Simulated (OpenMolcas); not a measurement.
# A workflow on OH− (hydroxide)

Wanted: a single-point energy (HF/6-31G), then the energy (CASSCF(2,2)/6-31G), then a single-point energy (CASPT2(2,2)/6-31G), then the energy (SC-NEVPT2(2,2)/6-31G), then the energy (MRCI(2,2)/6-31G) of OH− (hydroxide). 

Program for the calculation: OpenMolcas 26.06.

4 further runs of the same task are left out: 4 set aside as unsound or not needed.

**1. The molecule**

OH−: 2 atoms, total charge -1, spin state singlet. SMILES: `[OH-]`. The O1–H2 distance was set to 1.445 Å, away from the relaxed value.

Bond lengths: O1–H2 1.445 Å.

**2. The energy at HF/6-31G (run 1)**

Contents of step1.input:

```
&gateway
baslib
$CurrDir
coord
2
angstrom
O        0.823580      -0.263594       0.424990
H       -0.411800       0.131800      -0.212500
basis
6-31G
group
NoSym
&seward
&scf
charge
-1
prorbitals
1 1
```

The basis set 6-31G is read from a file made from the Basis Set Exchange's data (not shown).

The run is started by

```sh
$ export MOLCAS_MEM=1860
$ pymolcas step1.input > step1.log
```

Output:

```text
--- Start Module: gateway ---
[...]
--- Stop Module: gateway /rc=_RC_ALL_IS_WELL_ ---
--- Start Module: seward ---
[...]
      Basis functions           11
--- Stop Module: seward /rc=_RC_ALL_IS_WELL_ ---
--- Start Module: scf ---
[...]
       Convergence after  12 Iterations
[...]
::    Total SCF energy                                -75.2495634514
[...]
      Total spin, S                                     0.0000000000
[...]
      Total electronic charge=   10.000000
      Total            charge=   -1.000000
[...]
      Dipole Moment (debye):
      Origin of the operator (angstrom)=    0.7504   -0.2402    0.3872
                   X=  7.6077E-01               Y= -2.4349E-01               Z=  3.9258E-01           Total=  8.9004E-01
      Center of Charge (angstrom)
[...]
--- Stop Module: scf /rc=_RC_ALL_IS_WELL_ ---
[...]
```

It took 1.6 s on 1 thread of Arm Neoverse V1, shared host; peak memory 0.37 GiB.

**3. The energy at CASSCF(2,2)/6-31G (run 2)**

Contents of step2.inp:

```
&GATEWAY
  BASLIB
  $CurrDir
  COORD
  2
  angstrom
  O        0.823580      -0.263594       0.424990
  H       -0.411800       0.131800      -0.212500
  BASIS
  6-31G
  GROUP
  NoSym

&SEWARD

&RASSCF
  FILEORB
  $CurrDir/step1.ScfOrb
  SPIN
  1
  NACTEL
  2 0 0
  INACTIVE
  4
  RAS2
  2
  ORBLISTING
  Nothing
  ORBAPPEAR
  Compact
```

The basis set 6-31G is read from a file made from the Basis Set Exchange's data (not shown).

The run is started by

```sh
$ export MOLCAS_MEM=1860
$ pymolcas step2.inp > step2.log
```

Output:

```text
--- Start Module: gateway ---
[...]
--- Stop Module: gateway /rc=_RC_ALL_IS_WELL_ ---
--- Start Module: seward ---
[...]
      Basis functions           11
--- Stop Module: seward /rc=_RC_ALL_IS_WELL_ ---
--- Start Module: rasscf ---
[...]
      Number of active orbitals                  2
[...]
      Spin quantum number                      0.0
[...]
      Active orbitals                            2
[...]
      Number of CSFs                             3
[...]
      Number of root(s) required                 1
[...]
      Convergence after 10 iterations
[...]
      printout of CI-coefficients larger than  0.05 for root  1
      energy=     -75.251666
      conf/sym  11     Coeff  Weight
             1  20   0.99726 0.99452
             3  02  -0.07402 0.00548
      Natural orbitals and occupation numbers for root  1
      sym 1:   1.989043   0.010957
      ************************************************************************************************************************
      *                                                    Final results                                                     *
[...]
::    RASSCF root number  1 Total energy:    -75.25166554
[...]
      Total electronic charge=   10.000000
      Total            charge=   -1.000000
[...]
      Dipole Moment (debye):
      Origin of the operator (angstrom)=    0.7504   -0.2402    0.3872
                   X=  8.2755E-01               Y= -2.6486E-01               Z=  4.2704E-01           Total=  9.6817E-01
      Center of Charge (angstrom)
[...]
--- Stop Module: rasscf /rc=_RC_ALL_IS_WELL_ ---
[...]
```

It took 1.7 s on 1 thread of Arm Neoverse V1, shared host; peak memory 0.37 GiB.

**4. The energy at CASPT2(2,2)/6-31G (run 3)**

Contents of step3.input:

```
* HO CASPT2

&GATEWAY
 BasLib
 $CurrDir
 Coord
 2
 angstrom
 O        0.823580      -0.263594       0.424990
 H       -0.411800       0.131800      -0.212500
 Basis
 6-31G
 Group
 NoSym

&SEWARD

&RASSCF
 FileOrb
 $CurrDir/step2.RasOrb
 Spin
 1
 Nactel
 2 0 0
 Inactive
 4
 Ras2
 2
 OrbListing
 Nothing
 OrbAppear
 Compact

&CASPT2
 Imaginary
 0.1
 Frozen
 1
```

The basis set 6-31G is read from a file made from the Basis Set Exchange's data (not shown).

The run is started by

```sh
$ export MOLCAS_MEM=1860
$ pymolcas step3.input > step3.log
```

Output:

```text
--- Start Module: gateway ---
[...]
--- Stop Module: gateway /rc=_RC_ALL_IS_WELL_ ---
[...]
      Basis functions           11
[...]
--- Start Module: rasscf ---
[...]
      Number of active orbitals                  2
[...]
      Spin quantum number                      0.0
[...]
      Active orbitals                            2
[...]
      Number of CSFs                             3
[...]
      Number of root(s) required                 1
[...]
      Convergence after  4 iterations
[...]
      printout of CI-coefficients larger than  0.05 for root  1
      energy=     -75.251666
      conf/sym  11     Coeff  Weight
             1  20   0.99726 0.99452
             3  02  -0.07402 0.00548
      Natural orbitals and occupation numbers for root  1
      sym 1:   1.989043   0.010957
      ************************************************************************************************************************
      *                                                    Final results                                                     *
[...]
::    RASSCF root number  1 Total energy:    -75.25166554
[...]
      Total electronic charge=   10.000000
      Total            charge=   -1.000000
[...]
      Dipole Moment (debye):
      Origin of the operator (angstrom)=    0.7504   -0.2402    0.3872
                   X=  8.2755E-01               Y= -2.6486E-01               Z=  4.2704E-01           Total=  9.6817E-01
      Center of Charge (angstrom)
[...]
--- Stop Module: rasscf /rc=_RC_ALL_IS_WELL_ ---
--- Start Module: caspt2 ---
[...]
 ###    WARNING: User changed nr of frozen orbitals.                         ###
 ###############################################################################
[...]
      E2 (Variational):          -0.1275724498
      Total energy:             -75.3792379946
[...]
      Reference weight:           0.95412
[...]
::    CASPT2 Root  1     Total energy:    -75.37923799
[...]
--- Stop Module: caspt2 /rc=_RC_ALL_IS_WELL_ ---
[...]
```

Run time: 1.7 s. Hardware: 1 thread of Arm Neoverse V1, shared host; peak memory 0.37 GiB.

**5. A single-point energy at SC-NEVPT2(2,2)/6-31G (run 4)**

Contents of step4.input:

```
* HO NEVPT2

&gateway
  baslib
  $CurrDir
  coord
  2
  angstrom
  O        0.823580      -0.263594       0.424990
  H       -0.411800       0.131800      -0.212500
  basis
  6-31G
  group
  NoSym

&seward

&rasscf
  fileorb
  $CurrDir/step2.RasOrb
  spin
  1
  nactel
  2 0 0
  inactive
  4
  ras2
  2
  orblisting
  Nothing
  orbappear
  Compact

&caspt2
  sc-nevpt2
  frozen
  1
```

The basis set 6-31G is read from a file made from the Basis Set Exchange's data (not shown).

The run is started by

```sh
$ export MOLCAS_MEM=1860
$ pymolcas step4.input > step4.log
```

Output:

```text
--- Start Module: gateway ---
[...]
--- Stop Module: gateway /rc=_RC_ALL_IS_WELL_ ---
[...]
      Basis functions           11
[...]
--- Start Module: rasscf ---
[...]
      Number of active orbitals                  2
[...]
      Spin quantum number                      0.0
[...]
      Active orbitals                            2
[...]
      Number of CSFs                             3
[...]
      Number of root(s) required                 1
[...]
      Convergence after  4 iterations
[...]
      printout of CI-coefficients larger than  0.05 for root  1
      energy=     -75.251666
      conf/sym  11     Coeff  Weight
             1  20   0.99726 0.99452
             3  02  -0.07402 0.00548
      Natural orbitals and occupation numbers for root  1
      sym 1:   1.989043   0.010957
      ************************************************************************************************************************
      *                                                    Final results                                                     *
[...]
::    RASSCF root number  1 Total energy:    -75.25166554
[...]
      Total electronic charge=   10.000000
      Total            charge=   -1.000000
[...]
      Dipole Moment (debye):
      Origin of the operator (angstrom)=    0.7504   -0.2402    0.3872
                   X=  8.2755E-01               Y= -2.6486E-01               Z=  4.2704E-01           Total=  9.6817E-01
      Center of Charge (angstrom)
[...]
--- Stop Module: rasscf /rc=_RC_ALL_IS_WELL_ ---
--- Start Module: caspt2 ---
[...]
 ###    WARNING: User changed nr of frozen orbitals.                         ###
 ###############################################################################
[...]
      E2 (Variational):          -0.1283171305
[...]
      E2 (Variational):          -0.1283142474
      Total energy:             -75.3799797923
[...]
      Reference weight:           0.95523
[...]
::    SC-NEVPT2 Root  1     Total energy:    -75.37997979
[...]
--- Stop Module: caspt2 /rc=_RC_ALL_IS_WELL_ ---
[...]
```

Wall time 1.7 s (1 thread of Arm Neoverse V1, shared host); peak memory 0.37 GiB.

**6. The energy at MRCI(2,2)/6-31G (run 5)**

Contents of step5.input:

```
* HO MRCI

&GATEWAY
 BasLib=$CurrDir
 Coord
 2
 angstrom
 O        0.823580      -0.263594       0.424990
 H       -0.411800       0.131800      -0.212500
 Basis=6-31G
 Group=NoSym

&SEWARD

&RASSCF
 FileOrb=$CurrDir/step2.RasOrb
 Spin=1
 Nactel=2 0 0
 Inactive=4
 Ras2=2
 OrbListing=Nothing
 OrbAppear=Compact

&MOTRA
 LumOrb
 Frozen=1

&GUGA
 Electrons=8
 Spin=1
 Inactive=3
 Active=2
 CIAll=1

&MRCI
 SDCI
```

The basis set 6-31G is read from a file made from the Basis Set Exchange's data (not shown).

The run is started by

```sh
$ export MOLCAS_MEM=1860
$ pymolcas step5.input > step5.log
```

Output:

```text
--- Start Module: gateway ---
[...]
--- Stop Module: gateway /rc=_RC_ALL_IS_WELL_ ---
[...]
      Basis functions           11
[...]
      Number of active orbitals                  2
[...]
      Spin quantum number                      0.0
[...]
      Active orbitals                            2
[...]
      Number of CSFs                             3
[...]
      Number of root(s) required                 1
[...]
      Convergence after  4 iterations
[...]
      printout of CI-coefficients larger than  0.05 for root  1
      energy=     -75.251666
      conf/sym  11     Coeff  Weight
             1  20   0.99726 0.99452
             3  02  -0.07402 0.00548
      Natural orbitals and occupation numbers for root  1
      sym 1:   1.989043   0.010957
      ************************************************************************************************************************
      *                                                    Final results                                                     *
[...]
::    RASSCF root number  1 Total energy:    -75.25166554
[...]
      Dipole Moment (debye):
      Origin of the operator (angstrom)=    0.7504   -0.2402    0.3872
                   X=  8.2755E-01               Y= -2.6486E-01               Z=  4.2704E-01           Total=  9.6817E-01
      Center of Charge (angstrom)
[...]
      *** WARNING: Default frozen orbitals is overwritten by user input.
      *** Default values:   1
[...]
--- Start Module: guga ---
[...]
--- Stop Module: guga /rc=_RC_ALL_IS_WELL_ ---
--- Start Module: mrci ---
[...]
       (But an ACPF correction will be computed)
       USE THE DEFAULT ACPF G-VALUE GFAC=  0.25000000000000000
[...]
                      CI ENERGY:   -75.39054113
[...]
                ACPF CORRECTION:    -0.00853138
[...]
      Total electronic charge=   10.000000
      Total            charge=   -1.000000
[...]
     ACPF CORRECTION:     -0.00853138
[...]
  CI State   1     Total energy:    -75.39054113     QDav:     -0.01161297     QACPF:     -0.00853138
[...]
--- Stop Module: mrci /rc=_RC_ALL_IS_WELL_ ---
[...]
```

Run time: 1.8 s. Hardware: 1 thread of Arm Neoverse V1, shared host; peak memory 0.37 GiB.

**7. What came out**

| quantity | value |
| --- | --- |
| run 1, HF/6-31G: total energy | -75.24956 Eh |
| run 1, HF/6-31G: HOMO energy | -2.82 eV |
| run 1, HF/6-31G: LUMO energy | 12.75 eV |
| run 1, HF/6-31G: HOMO–LUMO gap (to an unbound level, set by the basis) | 15.57 eV |
| run 2, CASSCF(2,2)/6-31G | no result (a known fault or a wrong state: its values are left out) |
| run 3, CASPT2(2,2)/6-31G | no result (a known fault or a wrong state: its values are left out) |
| run 4, SC-NEVPT2(2,2)/6-31G | no result (a known fault or a wrong state: its values are left out) |
| run 5, MRCI(2,2)/6-31G | no result (a known fault or a wrong state: its values are left out) |

4 of the 5 runs ended normally but are set aside, since settings or state are in doubt.
